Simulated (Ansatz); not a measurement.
Ansatz (an electronic-structure program) input:

Ansatz 0.2 input:
```yaml
crystal:
  periodic: [false, false, false]
  atoms:
    - {symbol: C, position_ang: [0.00171763, -0.00263817, 0.32505308]}
    - {symbol: F, position_ang: [-0.01708335, 1.26042782, -0.06192073]}
    - {symbol: F, position_ang: [1.09904525, -0.61482395, -0.08303830]}
    - {symbol: F, position_ang: [-1.08310698, -0.64384509, -0.07174301]}
basis:
  gaussian:
    orbitals: aug-cc-pVDZ
magnetization: {spin_polarized: true, initial_magnetization: 1}
correlation: {method: ccsd_t, electrons: outside_noble_gas}
output: {forces: true}
```

Question: Predict the final energy.

Answer: -336.91706 Eh (CCSD(T)/aug-cc-pVDZ). The basis has 92 functions.

It need not be the lowest isomer of its formula.
